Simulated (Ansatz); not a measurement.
# H5PS: the cost of one run

Program: Ansatz 0.2.0, Gaussian basis. Level of theory: RKS PBE-D4/def2-SVP. These are calculated values, not measurements.

Levels: PBE-D4, revPBE-D4, BLYP-D4, r2SCAN-D4, B97M-V, PBE0-D4, B3LYP-D4, HSE06-D4, wB97X-V, wB97M-V, B2PLYP, Hartree-Fock, MP2, CCSD, CCSD(T). The reference is CCSD(T) extrapolated to the basis limit.

Cores are frozen in the correlated methods. B3LYP uses VWN-RPA correlation. B2PLYP carries no dispersion term here.

176 further runs of the same task are left out: 176 set aside as unsound or not needed.

### Step 1. Starting geometry

The pair, from a GFN2-xTB docking trial: 7 atoms, charge 0, spin multiplicity 1.

Atoms are counted from 1 here; the program's logs count them from 0.

Bond lengths: S1–H2 1.327 Å, S1–H3 1.327 Å, P4–H5 1.388 Å, P4–H6 1.385 Å, P4–H7 1.388 Å. Angles: H2–S1–H3 92.6°, H5–P4–H6 92.3°, H5–P4–H7 92.4°, H6–P4–H7 92.6°.

As a file:

```
S    -0.32420    0.53520   -2.05190
H     0.73440   -0.06530   -1.52200
H    -0.24690   -0.17890   -3.16780
P     0.47110   -0.31170    1.58120
H    -0.71580   -0.75850    1.01810
H     0.17380    1.01080    1.29570
H    -0.09240   -0.23150    2.84680
```

Atoms 1 to 3 are fragment A (H₂S), the rest fragment B (PH₃).

### Step 2. A first relaxation in a small basis

pre/in.yaml reads:

```yaml
crystal:
  periodic: [false, false, false]
  atoms:
    - {symbol: S, position_ang: [-0.324200, 0.535200, -2.051900]}
    - {symbol: H, position_ang: [0.734400, -0.065300, -1.522000]}
    - {symbol: H, position_ang: [-0.246900, -0.178900, -3.167800]}
    - {symbol: P, position_ang: [0.471100, -0.311700, 1.581200]}
    - {symbol: H, position_ang: [-0.715800, -0.758500, 1.018100]}
    - {symbol: H, position_ang: [0.173800, 1.010800, 1.295700]}
    - {symbol: H, position_ang: [-0.092400, -0.231500, 2.846800]}
basis:
  gaussian: {orbitals: def2-SVP}
hamiltonian: {xc: pbe, dispersion: d4}
relax: {f_tol: 0.03, max_steps: 250}
```

Started as:

```bash
> ansatz run in.yaml --threads 2 --pin off --events-out ev --progress --plain --max-ram 5222MiB
```

**Question.** How long does this run take on 2 threads of Intel Xeon 6975P-C, shared host?

About 5.5 s.
